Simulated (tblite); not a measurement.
# BF3H2S: the cost of one run

Programs: tblite 0.8.0 and PySCF 2.14.0. All values are calculated, for the isolated system unless a continuum is named. Atoms count from 0, parts from 1.

## (1) Starting point

7 atoms, charge 0, multiplicity 1; geometry: rigid parts in contact. Parts: 1 = atoms 0–3, `FB(F)F`, charge 0; 2 = atoms 4–6, `S`, charge 0.

## (2) Bringing the parts together with GFN2-xTB

Job settings and geometry (Å):

```
{"job": {"kind": "dock", "xc": "GFN2-xTB", "basis": "xTB"}, "charge": 0, "multiplicity": 1, "parts": [{"atoms": "0-3", "charge": 0, "multiplicity": 1}, {"atoms": "4-6", "charge": 0, "multiplicity": 1}]}
F      0.939388    -0.086558    -0.895104
B      0.000099     0.000032     0.000058
F     -0.712063     1.084019     0.092489
F     -0.227424    -0.997493     0.802557
S      3.253300     0.941166     1.695808
H      4.005501     0.934796     0.602667
H      2.320525     0.190121     1.124794
```

Method: GFN2-xTB search for minima from random contacts, gas phase.

The run is started by

```console
$ OMP_NUM_THREADS=1 python cluster_run.py task.json out
```

This one command runs all jobs of the session in turn.

**Question.** How long does this first job take on 1 thread of Intel Xeon Platinum 8175M at 2.50GHz, shared host?

About 7.2 s.
